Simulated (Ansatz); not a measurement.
From CH3F to CCl3F: predicting a member

On one C centre that keeps F, n of the H ligands are replaced by Cl. The vertical ionisation energy y in eV at B2PLYP/def2-TZVPP. Shapes, held fixed at every level: PBE0-D4/def2-TZVP. Programs: Ansatz 0.2.0.

| molecule | n | y (eV) |
| --- | --- | --- |
| CH3F | 0 | 13.11 |
| CH2ClF | 1 | ? |
| CHCl2F | 2 | 11.63 |
| CCl3F | 3 | 11.41 |

Question: Fit y = c + s·n to the known rows and predict CH2ClF.

Answer: 
1. Means of the 3 rows: n = 1.66667, y = 12.050.
2. Σ(Δn)² = 4.6667, Σ(Δn·Δy) = -2.76, so the slope is -2.76/4.6667 = -0.59142.
3. Intercept: 12.050 − (-0.59142) × 1.66667 = 13.036. The largest residual of the fit is 0.22.
4. CH2ClF: 13.036 + (-0.59142) × 1 = 12.44 eV.

The run gave 11.65 eV, so the prediction is off by +0.79 eV, more than the scatter of the fit. The steps per swap are uneven (-1.46, -0.02, -0.22), so a line is a poor model. Other levels give for CH2ClF: PBE-D4/def2-TZVPP 11.21; B3LYP-D4/def2-TZVPP 11.59; wB97X-V/def2-TZVPP 11.71 eV. The series runs otherwise at PBE0-D4/def2-TZVPP, r2SCAN-D4/def2-TZVPP, wB97M-V/def2-TZVPP, wB97X-V/def2-TZVPP. Cations run unrestricted.
